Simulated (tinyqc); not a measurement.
Worked calculation: RHF in the sto-6g basis, for CH3-, spin multiplicity 1. The basis has no diffuse functions, so it cannot describe the extra electron: this is an exercise in the method, not the real anion. One step of it, computed by the program tinyqc.

Problem. Orthogonalisation. S = U s U^T; symmetric (Loewdin) form X = U s^(-1/2) U^T, so that X^T S X = 1.

overlap S, lower triangle:
```
           1C 1s     1C 2s     1C 2px     1C 2py     1C 2pz     2H 1s     3H 1s     4H 1s
1C 1s   1.000000
1C 2s   0.243228  1.000000
1C 2px  0.000000  0.000000   1.000000
1C 2py  0.000000  0.000000   0.000000   1.000000
1C 2pz  0.000000  0.000000   0.000000   0.000000   1.000000
2H 1s   0.055273  0.452970   0.443189   0.000000  -0.003827  1.000000
3H 1s   0.055257  0.452902  -0.221548   0.383787  -0.003826  0.118797  1.000000
4H 1s   0.055257  0.452902  -0.221548  -0.383787  -0.003826  0.118797  0.118756  1.000000
```

Give: eigenvalues of S; X.

Solution.

eigenvalues of S: 0.3029  0.3946  0.3946  0.9666  1.0001  1.4866  1.4866  1.9680

X, lower triangle:
```
          1C 1s    1C 2s   1C 2px   1C 2py  1C 2pz    2H 1s    3H 1s   4H 1s
1C 1s    1.0265
1C 2s   -0.1563   1.3546
1C 2px   0.0000   0.0001   1.1641
1C 2py   0.0000   0.0000   0.0000   1.1641
1C 2pz   0.0002  -0.0027   0.0000   0.0000  1.0000
2H 1s    0.0220  -0.3013  -0.3132   0.0000  0.0025   1.2206
3H 1s    0.0220  -0.3012   0.1566  -0.2712  0.0025  -0.0274   1.2206
4H 1s    0.0220  -0.3012   0.1566   0.2712  0.0025  -0.0274  -0.0274  1.2206
```
